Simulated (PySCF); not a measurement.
These are PBE-D3(BJ)/def2-TZVP (PySCF) values and carry that method's errors. Isolated molecules, 0 K electronic values unless said otherwise. One relaxed conformer stands for a flexible species; it need not be the lowest. 

Reference species (SMILES): `[NH2]` (neutral, multiplicity 2).

The highest occupied spin orbital is -7.10 eV.

Changed species: `[NH2][In][NH2]` (radical fragment; the reference has radical fragment).

### Question
What does the change do to the highest occupied spin orbital?

### Answer
the highest occupied spin orbital increases by 2.52 eV, to -4.58 eV.
